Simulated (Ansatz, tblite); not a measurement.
# (KI)2 ring (K2I2): one state, many levels

How do method and basis change the picture of (KI)2 ring (K2I2) (singlet)?

Computed with Ansatz 0.2.0, Gaussian basis. Level: as each input shows.

The runs, in order: GFN1-xTB, GFN2-xTB, PBE-D4/def2-TZVP, r2SCAN-D4/def2-TZVP, BLYP-D4/def2-TZVP, CAM-B3LYP-D4/def2-TZVP, ωB97M-V/def2-TZVP, HF/def2-TZVP, revPBE-D4/def2-TZVP, LDA/def2-TZVP, B3LYP-D4/def2-TZVP, LC-ωPBE(0.10)/def2-TZVP, LC-ωPBE(0.15)/def2-TZVP, LC-ωPBE(0.20)/def2-TZVP, LC-ωPBE(0.30)/def2-TZVP, PBE-D4/def2-SVP, PBE0-D4/def2-SVP, CCSD(T)/def2-TZVPP, MP2/def2-TZVP, RPA/def2-TZVP.

5 further runs of the same task are left out: 5 set aside as unsound or not needed.

### Step 1. The relaxed structure

The singlet was relaxed beforehand with PBE0-D4/def2-SVP.

4 atoms, charge 0, spin multiplicity 1.

Bond lengths: K1–I2 3.279 Å, K1–I4 3.279 Å, I2–K3 3.279 Å, K3–I4 3.279 Å. Angles: I2–K1–I4 99.3°, K1–I2–K3 80.7°, I2–K3–I4 99.3°, K1–I4–K3 80.7°.

I takes a core potential in the def2 sets. No spin-orbit coupling is included.

PBE0-D4/def2-TZVP was run before; its log isn't repeated, and its numbers join the tables.

### Step 2. GFN1-xTB

Tight binding, by tblite at 300 K electronic temperature and without a spin-polarisation term:

```python
tblite.interface.Calculator('GFN1-xTB', numbers, positions, charge=0, uhf=0).singlepoint()
```

Energy -236.8705 eV, HOMO -9.98 eV, LUMO -6.21 eV; 0.003 s.

### Step 3. GFN2-xTB

Tight binding, by tblite at 300 K electronic temperature and without a spin-polarisation term:

```python
tblite.interface.Calculator('GFN2-xTB', numbers, positions, charge=0, uhf=0).singlepoint()
```

Energy -223.5637 eV, HOMO -9.71 eV, LUMO -7.15 eV; 0.003 s.

### Step 4. PBE-D4/def2-TZVP

start.molden holds the orbitals of an earlier run on this state, given as this run's starting guess.

File in.yaml:

```yaml
crystal:
  periodic: [false, false, false]
  atoms:
    - {symbol: K, position_ang: [0.795259, 0.748913, -1.821114]}
    - {symbol: I, position_ang: [-1.380747, 2.067735, 0.247470]}
    - {symbol: K, position_ang: [-0.798883, -0.751056, 1.818610]}
    - {symbol: I, position_ang: [1.384370, -2.065602, -0.244966]}
basis:
  gaussian: {orbitals: def2-TZVP, initial_orbitals: start.molden}
hamiltonian: {xc: pbe, dispersion: d4}
scf: {omitted_lower_state_checks: [starts]}
output: {orbitals: {seedname: orbitals}}
```

Started as:

```bash
ansatz run in.yaml --threads 4 --pin off --events-out ev --progress --plain --max-ram 3916MiB
```

Further steps of the session: r2SCAN-D4/def2-TZVP; BLYP-D4/def2-TZVP; CAM-B3LYP-D4/def2-TZVP; ωB97M-V/def2-TZVP; HF/def2-TZVP; revPBE-D4/def2-TZVP; LDA/def2-TZVP; B3LYP-D4/def2-TZVP; LC-ωPBE(0.10)/def2-TZVP; LC-ωPBE(0.15)/def2-TZVP; LC-ωPBE(0.20)/def2-TZVP; LC-ωPBE(0.30)/def2-TZVP; PBE-D4/def2-SVP; PBE0-D4/def2-SVP; CCSD(T)/def2-TZVPP; MP2/def2-TZVP; RPA/def2-TZVP.

Before running them: what should the planned runs give, taken together? Wanted: gap in def2-TZVP, named functionals and Hartree-Fock, smallest and largest; gap over the ω; correlation energy, CCSD(T)/def2-TZVPP; correlation energy, MP2/def2-TZVP; binding an atom, CCSD(T)/def2-TZVPP; PBE0 total energy, smallest basis above largest.

The runs gave:

```
                                                                  quantity                            value
gap in def2-TZVP, named functionals and Hartree-Fock, smallest and largest  3.41 eV (BLYP-D4), 8.76 eV (HF)
                                                   gap over the ω (1/bohr)   6.14 eV at 0.1, 8.35 eV at 0.3
                                    correlation energy, CCSD(T)/def2-TZVPP                        -35.67 eV
                                         correlation energy, MP2/def2-TZVP                        -36.01 eV
                                       binding an atom, CCSD(T)/def2-TZVPP                         2.108 eV
                           PBE0 total energy, smallest basis above largest    4.66 eV (def2-SVP, def2-TZVP)
```

Orbital gaps of the named functionals and Hartree-Fock in def2-TZVP span 3.41 eV (BLYP-D4) to 8.76 eV (HF); exact exchange widens it. Raising the ω (1/bohr) from 0.1 to 0.3 moves the HOMO by -1.71 eV and the LUMO by +0.50 eV. The functionals in def2-TZVP miss CCSD(T)/def2-TZVPP by -0.062 (BLYP-D4) to +0.202 eV (LDA) an atom. CCSD(T)/def2-TZVPP isn't at the basis-set limit; small misses against it rank nothing.
